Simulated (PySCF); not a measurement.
Compound: methacrylamide, C₄H₇NO.
Z-matrix (Å and degrees, GFN2-xTB geometry), rows numbered from 1:
```
C 
C   1  1.3264
C   2  1.4946  1  123.78
C   2  1.4982  1  122.03  3  -176.30
N   4  1.3553  2  115.10  1   -39.12
O   4  1.2127  2  122.80  1   140.94
H   1  1.0777  2  121.24  3    -0.61
H   1  1.0773  2  122.82  3   177.21
H   3  1.0902  2  109.89  1   112.29
H   3  1.0863  2  111.42  1    -8.81
H   3  1.0885  2  108.87  1  -130.23
H   5  1.0065  4  118.68  2   179.32
H   5  1.0033  4  122.15  2    -2.54
```

Vertical excitations from PySCF (density fitting, frozen core in the response, grid level 2 and gas phase unless stated; continuum runs use non-equilibrium linear response for the excitations) on a GFN2-xTB geometry. Reference run:

```tsv
settings	S1, eV (f)	S2, eV (f)	S3, eV (f)	S4, eV (f)	S5, eV (f)	S6, eV (f)	T1, eV (Tamm–Dancoff)	mean α (au)
PBE0/def2-SVPD, full TDDFT, 6 singlets	4.92 (0.002)	6.17 (0.028)	6.43 (0.232)	7.02 (0.012)	7.22 (0.013)	7.24 (0.012)	4.05	60.6
```

**Question.** What do these settings give: OPBE/def2-SVPD, grid level 1, full TDDFT, 12 singlets?

**Answer.** 
| settings | S1, eV (f) | S2, eV (f) | S3, eV (f) | S4, eV (f) | S5, eV (f) | S6, eV (f) | T1, eV (Tamm–Dancoff) | mean α (au) |
| --- | --- | --- | --- | --- | --- | --- | --- | --- |
| OPBE/def2-SVPD, grid level 1, full TDDFT, 12 singlets | 4.29 (0.003) | 5.35 (0.014) | 5.79 (0.018) | 6.05 (0.141) | 6.46 (0.017) | 6.52 (0.027) | 3.91 | 61.6 |

S1 moves by -0.63 eV (OPBE has no exact exchange, PBE0 25 % exact exchange). States are counted by energy in each run and needn't keep their character from row to row.

**Question.** Give the leading configurations of S1 (H = HOMO, L = LUMO) and the HOMO–LUMO gap of each run.

**Answer.** 
```
                                             settings  S1 configurations (weight)  S1 (eV)  orbital gap (eV)  S1 − gap (eV)
               PBE0/def2-SVPD, full TDDFT, 6 singlets                    H→L 0.92     4.92              6.69          -1.77
OPBE/def2-SVPD, grid level 1, full TDDFT, 12 singlets                    H→L 0.99     4.29              4.13          +0.16
```

One conformer stands for the species.
